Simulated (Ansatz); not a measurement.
Geometry optimisation, UHF/6-31G in Ansatz.

Input file:

```yaml
crystal:
  periodic: [false, false, false]
  atoms:
    - { symbol: B, position_ang: [-1.22006, 0.86765, -1.22862] }
    - { symbol: Al, position_ang: [0.25405, 0.47943, 0.21858] }
    - { symbol: B, position_ang: [0.97613, -1.32505, 1.01921] }
    - { symbol: H, position_ang: [-1.84345, 0.01895, -1.7678] }
    - { symbol: H, position_ang: [-1.51389, 1.95345, -1.58785] }
    - { symbol: H, position_ang: [0.94475, 1.77559, 0.81159] }
    - { symbol: H, position_ang: [1.82502, -1.37912, 1.83825] }
    - { symbol: H, position_ang: [0.57745, -2.39092, 0.69664] }
magnetization:
  spin_polarized: true
basis:
  gaussian: { orbitals: "6-31G" }
hamiltonian:
  xc: hf
relax:
  f_tol: 0.02
  max_steps: 50
```

Launched with:

```bash
$ ansatz run input.yaml --threads 1 --pin off --max-ram 2048MiB --backend cpu --events-out ev --progress --plain --runs-dir out
```

Problem. Where does it end, and by what steps?

Solution. The forces met the threshold. The force dipped under the threshold on the way, but the program's further checks kept it going. Limits of this set-up: no polarisation functions. After 23 steps the energy has fallen by 0.461 eV; H7 moved furthest, 1.32 Å.

```csv
step,energy less start (eV),largest force component (eV/Å),accepted
0,0.0000,0.927,yes
1,-0.1234,0.174,yes
2,-0.1367,0.053,yes
3,-0.1385,0.018,yes
4,-0.1391,0.017,yes
5,-0.1389,0.074,no
6,-0.1398,0.023,yes
7,-0.1404,0.016,yes
8,-0.1412,0.051,yes
9,-0.1349,0.533,no
10,-0.1483,0.096,yes
11,-0.1582,0.228,yes
12,-0.1727,0.451,yes
13,-0.2031,0.590,yes
14,-0.2669,0.468,yes
15,-0.3190,0.600,yes
16,-0.3872,0.276,yes
17,-0.4342,0.114,yes
18,-0.4557,0.094,yes
19,-0.4526,0.209,no
20,-0.4596,0.023,yes
21,-0.4606,0.048,yes
22,-0.4593,0.127,no
23,-0.4608,0.003,yes
```

```xyz
8
Properties=species:S:1:pos:R:3
B -1.117 0.874 -1.320
Al 0.043 0.513 0.463
B 1.079 -1.325 0.912
H -2.284 0.634 -1.382
H -0.639 1.331 -2.313
H 0.142 1.712 1.547
H 2.211 -1.518 0.587
H 0.563 -2.222 1.507
```

Whether the end is a true minimum wasn't checked by a vibrational analysis.

Run time: 15 s on 1 thread of Arm Neoverse V2 (shared host), peak memory 0.091 GiB.
